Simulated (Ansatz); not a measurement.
System: rhombohedral A7 As. Method: PBEsol (plane waves, PAW; Ansatz, a first-principles code).

Numerical settings: plane-wave cutoff 520 eV, 18×18×18 k mesh, Fermi–Dirac smearing 0.05 eV, scalar-relativistic PAW data made under PBE.

A third-order Birch–Murnaghan fit to the energies gives V0 = 20.866 Å³/atom, B0 = 49.4 GPa, B′ = 7.7.

```json
[
 {"V (Å³/atom)": "20.038", "P (GPa)": "[?]"},
 {"V (Å³/atom)": "20.455", "P (GPa)": "[?]"},
 {"V (Å³/atom)": "20.873", "P (GPa)": "-0.013"},
 {"V (Å³/atom)": "21.290", "P (GPa)": "[?]"},
 {"V (Å³/atom)": "21.708", "P (GPa)": "[?]"}
]
```

### Question
Estimate the withheld pressures from this fit; the answers are the runs' own values.

### Answer

- 20.038, P (GPa): 2.323
- 20.455, P (GPa): 1.061
- 21.290, P (GPa): -0.929
- 21.708, P (GPa): -1.667

The formula P = (3/2) B0 (x^(7/3) − x^(5/3)) [1 + (3/4)(B′ − 4)(x^(2/3) − 1)] with x = V0/V meets the computed pressures within 0.02 GPa when these rounded values are put in.

Shape and atoms are relaxed at each volume.

Measured, for comparison: bulk modulus 40.8 GPa (copied from a table, unchecked, extrapolated to 0 K and zero-point effects removed; as tabulated in Lejaeghere et al. (2013), arXiv:1204.2733). Computed (rounded) less measured: bulk modulus not scored (unchecked).

Note: the cell comes from a level without a dispersion term, which matters for the spacing of layers, chains or molecules; the bulk modulus comes from volumes at which shape and atoms were relaxed.

Computed values are for the static lattice.
